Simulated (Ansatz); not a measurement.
Geometry optimisation, RKS PBE0-D4/6-31G* in Ansatz 0.2.0.

input.yaml

```yaml
crystal:
  periodic: [false, false, false]
  atoms:
    - { symbol: Al, position_ang: [-0.059324, 0.58701, -0.476015] }
    - { symbol: "N", position_ang: [-0.169109, 0.057745, 2.573523] }
    - { symbol: H, position_ang: [-0.925632, -0.357775, 3.10699] }
    - { symbol: H, position_ang: [0.685711, -0.026, 3.11418] }
    - { symbol: H, position_ang: [1.446327, 0.172029, -0.786683] }
    - { symbol: H, position_ang: [-1.305379, -0.208253, -1.070207] }
    - { symbol: P, position_ang: [-0.45918, 2.686068, 0.36884] }
    - { symbol: H, position_ang: [-1.583927, 2.373776, 1.17951] }
    - { symbol: H, position_ang: [0.491585, 2.69699, 1.425281] }
    - { symbol: H, position_ang: [-0.369972, 1.06651, 2.44488] }
basis:
  gaussian: { orbitals: "6-31G*" }
hamiltonian:
  xc: pbe0
  dispersion: d4
relax:
  f_tol: 0.03
  max_steps: 50
```

Command:

```bash
$ ansatz run input.yaml --threads 1 --pin off --max-ram 2048MiB --backend cpu --events-out ev --progress --plain --runs-dir out
```

Task: Where does it end, and by what steps?

Result: The forces met the threshold. The force dipped under the threshold on the way, but the program's further checks kept it going. After 23 steps the energy has fallen by 1.103 eV; H3 moved furthest, 1.28 Å. Joined: Al1–N2 (3.10 → 2.07 Å).

```json
{"step": "0", "energy less start (eV)": "0.0000", "largest force component (eV/Å)": "0.948", "accepted": "yes"}
{"step": "1", "energy less start (eV)": "-0.2976", "largest force component (eV/Å)": "1.385", "accepted": "yes"}
{"step": "2", "energy less start (eV)": "-0.5948", "largest force component (eV/Å)": "1.947", "accepted": "yes"}
{"step": "3", "energy less start (eV)": "-0.8892", "largest force component (eV/Å)": "1.330", "accepted": "yes"}
{"step": "4", "energy less start (eV)": "-1.0141", "largest force component (eV/Å)": "0.557", "accepted": "yes"}
{"step": "5", "energy less start (eV)": "-1.0625", "largest force component (eV/Å)": "0.216", "accepted": "yes"}
{"step": "6", "energy less start (eV)": "-1.0741", "largest force component (eV/Å)": "0.144", "accepted": "yes"}
{"step": "7", "energy less start (eV)": "-1.0777", "largest force component (eV/Å)": "0.129", "accepted": "yes"}
{"step": "8", "energy less start (eV)": "-1.0786", "largest force component (eV/Å)": "0.024", "accepted": "yes"}
{"step": "9", "energy less start (eV)": "-1.0792", "largest force component (eV/Å)": "0.081", "accepted": "yes"}
{"step": "10", "energy less start (eV)": "-1.0774", "largest force component (eV/Å)": "0.364", "accepted": "no"}
{"step": "11", "energy less start (eV)": "-1.0807", "largest force component (eV/Å)": "0.032", "accepted": "yes"}
{"step": "12", "energy less start (eV)": "-1.0818", "largest force component (eV/Å)": "0.207", "accepted": "yes"}
{"step": "13", "energy less start (eV)": "-1.0839", "largest force component (eV/Å)": "0.203", "accepted": "yes"}
{"step": "14", "energy less start (eV)": "-1.0921", "largest force component (eV/Å)": "0.021", "accepted": "yes"}
{"step": "15", "energy less start (eV)": "-1.0931", "largest force component (eV/Å)": "0.227", "accepted": "yes"}
{"step": "16", "energy less start (eV)": "-1.0965", "largest force component (eV/Å)": "0.157", "accepted": "yes"}
{"step": "17", "energy less start (eV)": "-1.1001", "largest force component (eV/Å)": "0.018", "accepted": "yes"}
{"step": "18", "energy less start (eV)": "-1.0971", "largest force component (eV/Å)": "0.395", "accepted": "no"}
{"step": "19", "energy less start (eV)": "-1.1015", "largest force component (eV/Å)": "0.043", "accepted": "yes"}
{"step": "20", "energy less start (eV)": "-1.1000", "largest force component (eV/Å)": "0.283", "accepted": "no"}
{"step": "21", "energy less start (eV)": "-1.1019", "largest force component (eV/Å)": "0.062", "accepted": "yes"}
{"step": "22", "energy less start (eV)": "-1.1025", "largest force component (eV/Å)": "0.036", "accepted": "yes"}
{"step": "23", "energy less start (eV)": "-1.1028", "largest force component (eV/Å)": "0.027", "accepted": "yes"}
```

```xyz
10
Properties=species:S:1:pos:R:3
Al -0.171 0.531 0.173
N -0.186 0.027 2.186
H -0.148 -0.985 2.309
H 0.615 0.429 2.672
H 1.271 -0.053 -0.223
H -1.495 -0.248 -0.293
P -0.339 2.891 0.163
H -1.422 2.968 1.090
H 0.658 3.123 1.158
H -1.030 0.365 2.645
```

Whether the end is a true minimum wasn't checked by a vibrational analysis.

The run took 77 s on 1 thread of Arm Neoverse V2 (shared host), peak memory 0.14 GiB.
